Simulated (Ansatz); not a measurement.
# Relaxing Nb

The calculation used Ansatz 0.2.0, DFT r2SCAN, scalar-relativistic, plane waves, PAW. Cutoff 500 eV, Γ-centred k mesh, Gaussian smearing, no spin polarisation in the final step.

Nb was placed on the simple hexagonal structure type (P6/mmm, No. 191), at a guessed volume.

```
Nb
1.0
     2.84110    0.00000    0.00000
    -1.42055    2.46046    0.00000
     0.00000    0.00000    2.65465
Nb
1
Direct
  0.00000 0.00000 0.00000
```

Cell and atoms relax at zero pressure; the relaxation can't lower the symmetry of the start. After a coarse first stage the cell is made exact in the group found at 0.06 Å.

Energies count from the standard state of Nb at the same level.

Question: Describe the relaxed structure.

Answer: It keeps P6/mmm (No. 191). The result has the simple hexagonal structure. Conventional cell: a = 2.860 Å, c = 2.716 Å. Around Nb lie 8 Nb at 2.72–2.86 Å.

```
Nb
1.0
     2.85984    0.00000    0.00000
    -1.42992    2.47670    0.00000
     0.00000    0.00000    2.71560
Nb
1
Direct
  0.00000 0.00000 0.00000
```

Question: What are its volume, energy, density and gap?

Answer: The volume per atom is 19.23 Å³ and the density is 8.02 g/cm³. The energy over the standard structure is 0.61 eV/atom. The gap on the 24×24×20 mesh is 0 eV (a metal).

The final run used a 24×24×20 mesh on its 1-atom cell and 0.10 eV smearing. The k mesh leaves about 4 meV/atom of noise in metals. Symmetry constrained the relaxation, so the result can be a saddle point.

This form isn't the element's structure at ambient conditions.